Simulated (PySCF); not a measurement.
allene (C3H4), SMILES C=C=C. Atoms are numbered in the order given.

```xyz
7

C      0.0000     0.0000    -1.3001
C      0.0000     0.0000     0.0000
C      0.0000     0.0000     1.3001
H      0.6550     0.6550    -1.8632
H     -0.6550    -0.6550    -1.8632
H      0.6550    -0.6550     1.8632
H     -0.6550     0.6550     1.8632
```

Geometry optimised at B3LYP-D3(BJ)/def2-TZVP.

The numbers are results of PBE/pcJ-1 (PySCF), not measurements.

Isotropic couplings with Fermi-contact, spin-dipole and both spin-orbit terms, one fixed conformer, no vibrational averaging. Isotopes: 13C, 1H.

| pair | bonds apart | J (Hz) |
|---|---|---|
| C1–C2 | 1 | 104.7 |
| C1–H4 | 1 | (withheld) |
| C1–H5 | 1 | (withheld) |
| C2–C3 | 1 | 104.7 |
| C3–H6 | 1 | (withheld) |
| C3–H7 | 1 | (withheld) |
| C1–C3 | 2 | 9.9 |
| C2–H4 | 2 | -1.9 |
| C2–H5 | 2 | -1.9 |
| C2–H6 | 2 | -1.9 |
| C2–H7 | 2 | -1.9 |
| H4–H5 | 2 | (withheld) |
| H6–H7 | 2 | (withheld) |
| C1–H6 | 3 | (withheld) |
| C1–H7 | 3 | (withheld) |
| C3–H4 | 3 | (withheld) |
| C3–H5 | 3 | (withheld) |
| H4–H6 | 4 | -7.4 |
| H4–H7 | 4 | -7.4 |
| H5–H6 | 4 | -7.4 |
| H5–H7 | 4 | -7.4 |

**Question.** Complete the blanks. (Estimate from the structure and the level; the computed values follow.)

**Answer.** 
- C1–H4, J (Hz): 162.0
- C1–H5, J (Hz): 162.0
- C3–H6, J (Hz): 162.0
- C3–H7, J (Hz): 162.0
- H4–H5, J (Hz): -12.0
- H6–H7, J (Hz): -12.0
- C1–H6, J (Hz): 6.0
- C1–H7, J (Hz): 6.0
- C3–H4, J (Hz): 6.0
- C3–H5, J (Hz): 6.0
